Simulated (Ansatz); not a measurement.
**BH5O: taking an electron away**

An exercise on one series of results from a longer session: the logs are not shown, and one member is left open.

Program: Ansatz 0.2.0, Gaussian basis. Level of theory: unrestricted cation, the program's frozen cores in correlated methods. These are calculated values, not measurements.

Levels to be run: UKS PBE-D4/def2-TZVPP; UKS r2SCAN-D4/def2-TZVPP; UKS PBE0-D4/def2-TZVPP; UKS B3LYP-D4/def2-TZVPP; UKS wB97X-V/def2-TZVPP; UKS wB97M-V/def2-TZVPP; UKS B2PLYP/def2-TZVPP; UHF-CCSD(T)/def2-TZVPP; UHF-MP2/def2-QZVPP; extrapolation to the limit; then −ε(HOMO) from the neutral's earlier runs with LDA (SPW92), PBE-D4, revPBE-D4, BLYP-D4, r2SCAN-D4, B97M-V, PBE0-D4, B3LYP-D4, r2SCANh-D4, r2SCAN0-D4, HSE06-D4, BHLYP-D4, CAM-B3LYP-D4, LC-ωPBE, ωB97X-V, ωB97M-V.

## The relaxed structure

An earlier PBE0-D4 in a triple-zeta def2 set relaxation fixed the geometry.

SMILES `[BH3-][OH2+]`, 7 atoms, charge 0, spin multiplicity 1.

Atoms are counted from 1 here; the program's logs count them from 0.

Bond lengths: B1–O2 1.687 Å, B1–H3 1.204 Å, B1–H4 1.204 Å, B1–H5 1.210 Å, O2–H6 0.964 Å, O2–H7 0.964 Å. Angles: O2–B1–H3 102.0°, O2–B1–H4 102.0°, O2–B1–H5 103.6°, H3–B1–H4 115.8°, H3–B1–H5 115.2°, H4–B1–H5 115.2°, B1–O2–H6 108.5°, B1–O2–H7 108.5°, H6–O2–H7 107.3°.

Set-up of the first run:

in.yaml

```yaml
crystal:
  periodic: [false, false, false]
  atoms:
    - {symbol: B, position_ang: [-0.312130, -0.547118, -0.345311]}
    - {symbol: O, position_ang: [0.364112, 0.563770, 0.729894]}
    - {symbol: H, position_ang: [0.294910, -1.552710, -0.080380]}
    - {symbol: H, position_ang: [-1.471841, -0.533979, -0.021528]}
    - {symbol: H, position_ang: [-0.074741, -0.072542, -1.433060]}
    - {symbol: H, position_ang: [-0.041890, 1.424190, 0.575337]}
    - {symbol: H, position_ang: [1.302880, 0.650389, 0.529247]}
basis:
  gaussian: {orbitals: def2-TZVPP}
total_charge: 1
magnetization: {spin_polarized: true, initial_magnetization: 1}
hamiltonian: {xc: pbe, dispersion: d4}
```

Launch:

```
ansatz run in.yaml --threads 4 --pin off --events-out ev --progress --plain --max-ram 10444MiB
```

Steps of the session up to this table: Cation, UKS PBE-D4/def2-TZVPP; Cation, UKS r2SCAN-D4/def2-TZVPP; Cation, UKS PBE0-D4/def2-TZVPP; Cation, UKS B3LYP-D4/def2-TZVPP; Cation, UKS wB97X-V/def2-TZVPP; Cation, UKS wB97M-V/def2-TZVPP; Cation, UKS B2PLYP (frozen core)/def2-TZVPP; Cation, UHF-CCSD(T)/def2-TZVPP; Cation, UHF-MP2/def2-QZVPP.

One of the session's tables, all rows but one given; the rest of the session is left out.

Orbital estimates, from the neutral's runs:

| functional | −ε(HOMO) (eV) |
| --- | --- |
| LDA (SPW92) | 6.73 |
| PBE-D4 | 6.71 |
| revPBE-D4 | 6.69 |
| BLYP-D4 | 6.67 |
| r2SCAN-D4 | 7.04 |
| B97M-V | 7.14 |
| PBE0-D4 | 8.13 |
| B3LYP-D4 | 7.96 |
| r2SCANh-D4 | ? |
| r2SCAN0-D4 | 8.34 |
| HSE06-D4 | 7.72 |
| BHLYP-D4 | 9.54 |
| CAM-B3LYP-D4 | 9.64 |
| LC-ωPBE | 11.05 |
| ωB97X-V | 10.68 |
| ωB97M-V | 10.51 |

**Question.** Estimate the row for r2SCANh-D4.

Worked estimate for «−ε(HOMO) (eV)». Against the share of exact exchange, r2SCAN-D4 (0, 7.04), r2SCAN0-D4 (0.25, 8.34) give a slope of 5.20 per unit share; at 0.1 the line stands at 7.56.

**Answer.** −ε(HOMO) (eV): 7.56. In «−ε(HOMO) (eV)» the line misses by 0.00.

Caveats from the session: The cation may have settled in a state other than its lowest; no search over hole states beyond the program's own was made.
